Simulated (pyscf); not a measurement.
Structures and frequencies: ωB97X-D3(BJ)/def2-SVP in PySCF. MP2 and CC: frozen core, UHF for open shells. ΔMP2 is the change of the MP2 total energy from the triple- to the quadruple-zeta basis.

Question: For BH₃ + H₂N–SiH₃ → H₂B–NH₂ + SiH₄, a four-centre exchange (singlet surface; B–H, N–Si broken, B–N, H–Si formed), PBE/def2-TZVP gives ΔE‡ = -16.0 kcal/mol and ΔE = -31.0 kcal/mol (zero: the separated reactants). In which direction and how far do r²SCAN/def2-TZVP, B3LYP-D3(BJ)/def2-TZVP, CCSD(T)/def2-TZVPP + ΔMP2(QZVPP) move these?

Answer: r²SCAN: ΔE‡ = -13.7 kcal/mol, ΔE = -28.7 kcal/mol; B3LYP-D3(BJ): ΔE‡ = -9.3 kcal/mol, ΔE = -28.2 kcal/mol; CCSD(T): ΔE‡ = -9.1 kcal/mol, ΔE = -26.6 kcal/mol. PBE's barrier lies under all of them, by 2.3 to 6.9 kcal/mol. Its reaction energy lies under all of them, by 2.2 to 4.3 kcal/mol. On the reactant side the descent ends in an adduct with a B–N contact (not fully relaxed), 28.9 kcal/mol under the separated species and 17.5 kcal/mol under the saddle at ωB97X-D3(BJ)/def2-TZVP. At PBE, r²SCAN, B3LYP-D3(BJ), CCSD(T) the saddle lies under the separated reactants, which points to a path from their complex (located at ωB97X-D3(BJ) alone). What is counted as formed (B–N) is already present as a longer contact in the reactant adduct; forming that adduct is a step of its own. At ωB97X-D3(BJ) the barrier from the zero used here is -11.4 kcal/mol. One saddle was located; it need not be the lowest between these sides. The CCSD(T) − MP2 part came from Ansatz, without density fitting, on the same reference.
